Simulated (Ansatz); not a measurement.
System: bcc Mo. Method: r²SCAN+rVV10 (plane waves, PAW; Ansatz, a program for electronic structure).

Run with plane-wave cutoff 600 eV, 28×28×28 k mesh, Fermi–Dirac smearing 0.089 eV (set by the program), no spin polarisation, scalar-relativistic PAW data made under PBE.

Computed at the level's own relaxed cell.

Hill averages of the elastic tensor: K = 277.5 GPa, G = 127.8 GPa. Volume 15.536 Å³/atom, mean atomic mass 95.940 u.

Q: Work out the density, the sound velocities of a polycrystal and the elastic Debye temperature, and Pugh's ratio at this level.

A: ρ = 1.66054 × 95.940/15.536 = 10.254 g/cm³. v_l = √[(K + 4G/3)/ρ] = 6.609 km/s and v_t = √(G/ρ) = 3.530 km/s. The mean follows from 3/v_m³ = 1/v_l³ + 2/v_t³: v_m = 3.943 km/s. Θ_D = (ħ/k_B) v_m (6π²/V)^(1/3) = 76.38 K Å s/km × 3.943 × 1.5621 Å⁻¹ = 470 K, counting all atoms of the cell. K/G = 2.17, to be set beside Pugh's rough bound of 1.75 between brittle and ductile metals.

Note: shear constants of such metals converge slowly with the k mesh.
